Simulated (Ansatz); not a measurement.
fcc Ir was calculated with PBE (Ansatz, a quantum-chemistry and plane-wave program, PAW).

Run with plane-wave cutoff 520 eV, 30×30×30 k mesh, Fermi–Dirac smearing 0.073 eV (set by the program), no spin polarisation, scalar-relativistic PAW data made under PBE.

Computed at the level's own relaxed cell.

Q: Give the computed polycrystal shear modulus (Hill average), elastic constant C11, Young modulus, Poisson ratio, elastic constant C12 and elastic constant C44.

A: 
- polycrystal shear modulus (Hill average) = 221 GPa
- elastic constant C11 = 584 GPa
- Young modulus = 547 GPa
- Poisson ratio = 0.238
- elastic constant C12 = 229 GPa
- elastic constant C44 = 256 GPa

Measured, for comparison: elastic constant C11 590 GPa, elastic constant C12 249 GPa, elastic constant C44 262 GPa (temperature not stated, no zero-point or thermal correction; as tabulated in Mehl and Papaconstantopoulos (1996), arXiv:mtrl-th/9602003). Computed (rounded) less measured: elastic constant C11 -1 %, elastic constant C12 -8 %, elastic constant C44 -2 %.

Elastic constants are with the ions relaxed.

Spin–orbit coupling is not included.

The computed numbers hold no vibrational or temperature effects.

The result took very roughly 5 core-minutes.
